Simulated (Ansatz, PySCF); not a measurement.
Barrier height from H2 + HS to the transition structure H3S, without zero-point energy, on the benchmark's geometries as Psi4's copy of the set gives them.
Transition structure (charge 0, multiplicity 2):
```xyz
4

H      1.2621    -0.2201     0.0000
S      0.0000     0.2232     0.0000
H     -0.5006    -1.1154     0.0000
H     -0.7615    -2.2349     0.0000
```

Quantity: the barrier height.

Open shells are unrestricted; no spin–orbit coupling.

Correlated levels freeze the cores. CBS(a, b) extrapolates the correlation energy as X⁻³ and adds the Hartree–Fock energy of set b.

Programs: Ansatz (a quantum-chemistry and plane-wave program); PySCF for the dispersion terms. 

Costs are ratios of core time to PBE/def2-TZVPPD (roughly 4 s), for whole runs (searches for the state included, and forces where a run took them) on one shared machine, so rough; each difference counts from 17.42 kcal/mol (CCSD(T)/CBS(aug-cc-pV(D+d)Z, aug-cc-pV(T+d)Z), a level with limits of its own).

```csv
level,basis functions,cost
CCSD(T)/cc-pVDZ,33,×0.4
SVWN5/def2-TZVPPD,102,×0.5
CCSD(T)/aug-cc-pV(D+d)Z,59,×0.7
B3LYP-D3(BJ)/def2-TZVPPD,102,×0.7
CAM-B3LYP-D3(BJ)/def2-TZVPPD,102,×0.8
B2PLYP/def2-TZVPPD,102,×0.9
B2PLYP-D3(BJ)/def2-TZVPPD,102,×0.9
BLYP/def2-TZVPPD,102,×1
PBE/def2-TZVPPD,102,×1
wB97M-V/def2-TZVPPD,102,×2
CCSDT(Q)/cc-pVDZ,33,×3
CCSD(T)/aug-cc-pV(T+d)Z,124,×3
```

Each difference (kcal/mol): CCSD(T)/cc-pVDZ 2.64; SVWN5/def2-TZVPPD -18.11; CCSD(T)/aug-cc-pV(D+d)Z -0.23; B3LYP-D3(BJ)/def2-TZVPPD -2.84; CAM-B3LYP-D3(BJ)/def2-TZVPPD -2.17; B2PLYP/def2-TZVPPD -0.85; B2PLYP-D3(BJ)/def2-TZVPPD -1.35; BLYP/def2-TZVPPD -3.28; PBE/def2-TZVPPD -8.18; wB97M-V/def2-TZVPPD -0.90; CCSDT(Q)/cc-pVDZ 2.46; CCSD(T)/aug-cc-pV(T+d)Z 0.49.
